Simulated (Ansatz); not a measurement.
# C3H7FO: one species, many methods

One table from this session's results is given with a row withheld; the runs are named, their logs left out.

Method: functionals in def2-TZVPP, the program's frozen cores in correlated methods; program: Ansatz 0.2.0, Gaussian basis.

Plan: LDA (SPW92), PBE-D4, revPBE-D4, BLYP-D4, r2SCAN-D4, B97M-V, PBE0-D4, B3LYP-D4, r2SCANh-D4, r2SCAN0-D4, HSE06-D4, BHLYP-D4, CAM-B3LYP-D4, LC-ωPBE, ωB97X-V, ωB97M-V, B2PLYP, PBE-QIDH; CCSD(T)/def2-SVP; CCSD(T)/def2-TZVPP; MP2/def2-QZVPP; extrapolation to the limit; RPA on PBE.

## Structure used throughout

The geometry comes from an earlier relaxation with PBE0-D4 in a triple-zeta def2 set; it is a stationary point, not always the lowest conformer.

SMILES `CC(O)CF`, 12 atoms, charge 0, spin multiplicity 1.

Atoms are counted from 1 here; the program's logs count them from 0.

Bond lengths: C1–C2 1.510 Å, C1–H6 1.093 Å, C1–H7 1.092 Å, C1–H8 1.090 Å, C2–O3 1.412 Å, C2–C4 1.509 Å, C2–H9 1.101 Å, O3–H10 0.962 Å, C4–F5 1.389 Å, C4–H11 1.094 Å, C4–H12 1.094 Å. Angles: C2–C1–H6 110.4°, C2–C1–H7 111.1°, C2–C1–H8 109.8°, H6–C1–H7 108.9°, H6–C1–H8 108.1°, H7–C1–H8 108.4°, C1–C2–O3 108.0°, C1–C2–C4 111.2°, C1–C2–H9 109.6°, O3–C2–C4 110.3°, O3–C2–H9 109.9°, C4–C2–H9 107.8°, C2–O3–H10 107.6°, C2–C4–F5 109.1°, C2–C4–H11 111.5°, C2–C4–H12 110.6°, F5–C4–H11 107.9°, F5–C4–H12 107.6° and more.

Set-up of the first run:

Input file in.yaml:

```yaml
crystal:
  periodic: [false, false, false]
  atoms:
    - {symbol: C, position_ang: [0.287596, 1.281236, -0.487560]}
    - {symbol: C, position_ang: [0.046554, -0.207038, -0.401165]}
    - {symbol: O, position_ang: [-1.237597, -0.471403, -0.924343]}
    - {symbol: C, position_ang: [0.142293, -0.694175, 1.023942]}
    - {symbol: F, position_ang: [-0.110324, -2.060061, 1.054435]}
    - {symbol: H, position_ang: [-0.450683, 1.822735, 0.108558]}
    - {symbol: H, position_ang: [1.287306, 1.538433, -0.131242]}
    - {symbol: H, position_ang: [0.194884, 1.611013, -1.522832]}
    - {symbol: H, position_ang: [0.809195, -0.738764, -0.990971]}
    - {symbol: H, position_ang: [-1.422091, -1.405103, -0.783069]}
    - {symbol: H, position_ang: [1.140448, -0.527262, 1.438839]}
    - {symbol: H, position_ang: [-0.610580, -0.204712, 1.649308]}
basis:
  gaussian: {orbitals: def2-TZVPP}
hamiltonian: {xc: lda}
output: {orbitals: {seedname: orbitals}}
```

Command:

```
$ ansatz run in.yaml --threads 2 --pin off --events-out ev --progress --plain --max-ram 22528MiB --backend cpu
```

Among the steps run: LDA; PBE-D4 (GGA); revPBE-D4 (GGA); BLYP-D4 (GGA); r2SCAN-D4 (meta-GGA); B97M-V (meta-GGA); B3LYP-D4 (hybrid); r2SCANh-D4 (hybrid); r2SCAN0-D4 (hybrid); HSE06-D4 (hybrid); BHLYP-D4 (hybrid); CAM-B3LYP-D4 (range-separated); LC-ωPBE (range-separated); ωB97X-V (range-separated); ωB97M-V (range-separated); B2PLYP (double hybrid); PBE-QIDH (double hybrid).

One table of the session follows, with a row left open; its other results are not shown here.

It belongs to the step «Orbital energies across the functionals». 

| functional | HOMO (eV) | LUMO (eV) | gap (eV) |
| --- | --- | --- | --- |
| LDA (SPW92) | -6.50 | 0.22 | 6.73 |
| PBE-D4 | -6.35 | 0.39 | 6.73 |
| revPBE-D4 | -6.28 | 0.46 | 6.74 |
| BLYP-D4 | -6.29 | 0.35 | 6.64 |
| r2SCAN-D4 | -6.70 | 1.10 | 7.80 |
| B97M-V | -6.87 | 0.59 | 7.45 |
| PBE0-D4 | -8.01 | 1.23 | 9.24 |
| B3LYP-D4 | -7.79 | 0.86 | 8.65 |
| r2SCANh-D4 | -7.32 | 1.39 | 8.71 |
| r2SCAN0-D4 | ? | ? | ? |
| HSE06-D4 | -7.60 | 0.86 | 8.46 |
| BHLYP-D4 | -9.65 | 1.80 | 11.46 |
| CAM-B3LYP-D4 | -9.53 | 1.97 | 11.50 |
| LC-ωPBE | -10.84 | 3.30 | 14.14 |
| ωB97X-V | -10.53 | 3.10 | 13.63 |
| ωB97M-V | -10.46 | 2.66 | 13.12 |

Q: Estimate the row for r2SCAN0-D4 from the others.

Worked estimate for «HOMO (eV)». Against the share of exact exchange, r2SCAN-D4 (0, -6.70), r2SCANh-D4 (0.1, -7.32) give a slope of -6.20 per unit share; at 0.25 the line stands at -8.25.

As computed: HOMO (eV): -8.26; LUMO (eV): 1.75; gap (eV): 10.01. In «HOMO (eV)» the line misses by +0.01.
